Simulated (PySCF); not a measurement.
# COS: magnetic properties

An exercise on one series of results from a longer session: the logs are not shown, and one member is left open.

Computed with PySCF 2.14.0 and routines of our own; the level stands in each step. Atoms count from 0.

### The system as given

3 atoms, charge 0, multiplicity 1; geometry from: GFN2-xTB.

Set-up of the first run:

The job: settings as JSON, then the geometry in Å.

```
{"job": {"xc": "PBE0", "basis": "def2-SVP", "d3": "d3bj", "grid": 1, "kind": "geom"}, "charge": 0, "multiplicity": 1}
O     -1.252113     0.328076    -0.006538
C     -0.121722     0.095601    -0.004425
S      1.385316    -0.214322    -0.001590
```

Run with:

```sh
> OMP_NUM_THREADS=1 python excited_run.py task.json out
```

One launch serves the whole session: the jobs run in the order shown.

Among the steps run: Relaxing the molecule at PBE0-D3(BJ)/def2-SVP; Magnetic properties: GIAO revPBE/aug-pcSseg-2; Magnetic properties: GIAO PW91/aug-pcSseg-2; Magnetic properties: GIAO B3LYP/aug-pcSseg-2; Magnetic properties: GIAO X3LYP/aug-pcSseg-2; Magnetic properties: GIAO PBE0/aug-pcSseg-2; Magnetic properties: GIAO mPW1PW91/aug-pcSseg-2.

One of the session's tables, all rows but one given; the rest of the session is left out.

```
                     level  gap (eV)
  GIAO revPBE/aug-pcSseg-2      5.57
    GIAO PW91/aug-pcSseg-2      5.53
   GIAO B3LYP/aug-pcSseg-2      7.22
   GIAO X3LYP/aug-pcSseg-2      7.37
    GIAO PBE0/aug-pcSseg-2         ?
GIAO mPW1PW91/aug-pcSseg-2      7.72
```

Estimate the missing values for GIAO PBE0/aug-pcSseg-2.

As computed: gap (eV): 7.73. In the column «gap (eV)» it is the highest.

To keep in mind: Vibrational averaging and real surroundings are missing from these values.
